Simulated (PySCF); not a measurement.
Numbering as in the mapped SMILES `[CH2:1]=[CH:2][CH2:3][O:4][CH2:5][CH3:6]`; H(Xn) means a hydrogen on atom n. Ha(C1) is cis to C3; Hb(C1) is trans to C3.

PySCF 2.14.0 with density-fitted response routines calculation with B97-2/pcSseg-2 with gauge-including orbitals and structure optimised with PBE0-D3(BJ)/def2-TZVP; non-relativistic, no solvent, a single conformation, rapidly exchanging positions averaged.

Task: Predict the 2D correlation tables (HSQC, COSY, HMBC).

Result: 

HSQC (one-bond C–H):
```
           δH          δC
 6.45 (H(C2))  148.1 (C2)
5.47 (Ha(C1))  122.3 (C1)
5.33 (Hb(C1))  122.3 (C1)
 3.98 (H(C3))   79.9 (C3)
 3.43 (H(C5))   72.1 (C5)
 1.23 (H(C6))   18.1 (C6)
```

COSY cross peaks (H two or three bonds apart, from the bond graph; peaks can be absent where the dihedral angle is near 90°):
```
           δH             δH
 6.45 (H(C2))  5.47 (Ha(C1))
 6.45 (H(C2))  5.33 (Hb(C1))
 6.45 (H(C2))   3.98 (H(C3))
5.47 (Ha(C1))  5.33 (Hb(C1))
 3.43 (H(C5))   1.23 (H(C6))
```

HMBC (two and three bonds, from the bond graph):
```
           δH                                 δC
 6.45 (H(C2))              122.3 (C1), 79.9 (C3)
5.47 (Ha(C1))              148.1 (C2), 79.9 (C3)
5.33 (Hb(C1))              148.1 (C2), 79.9 (C3)
 3.98 (H(C3))  148.1 (C2), 122.3 (C1), 72.1 (C5)
 3.43 (H(C5))               79.9 (C3), 18.1 (C6)
 1.23 (H(C6))                          72.1 (C5)
```

δ = σ(ref) − σ, references computed at the same level: TMS for $^{1}$H, $^{13}$C.

Short H···H contacts in this conformer between protons four or more bonds apart (candidates for NOE cross peaks, intensity ∝ r⁻⁶): H(C3)···H(C5) 2.33 Å, Ha(C1)···H(C3) 2.41 Å.

Shifts are as computed. Against solution values, carbons near 30 ppm lie about +3 ppm off and those near 130 ppm about +7 ppm. Of 1211 compounds with measured shifts, 218 miss one by over three times the rms of a fit or turn the order of signals round; such compounds aren't used in these exercises.
